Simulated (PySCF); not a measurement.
# Diatomics of S with the third period

PBE0 with double-zeta basis sets in PySCF, for the lowest determinant that a PBE0 search found; no spin–orbit coupling. De refers to high-spin ground-configuration atoms. A positive dipole means M(−)S(+).

```csv
M,basis,state (unpaired electrons),Re (Å),ωe (cm⁻¹),De (eV),μ (D)
Na,cc-pVDZ/cc-pV(D+d)Z,doublet (π ↑),2.498,327,2.46,-8.22
Al,def2-SVP,doublet (σ ↑),2.034,631,4.18,-3.62
Si,x2c-SVPall,singlet (closed shell),1.939,768,6.09,-1.56
P,def2-SVP,doublet (π ↑),1.906,776,4.28,-0.70
S,def2-SVPD,triplet (π ↑↑),1.908,738,4.32,n/a
```

The shortest bond is that of PS (1.906 Å), the longest that of NaS (2.498 Å). SiS is bound most strongly (6.09 eV) and NaS least (2.46 eV).

The rows differ in basis set, which adds steps of its own.

The state changes along the series, so neighbouring rows are not always alike in their bonding.

States were picked by a PBE0 search and need not be the measured ground states.
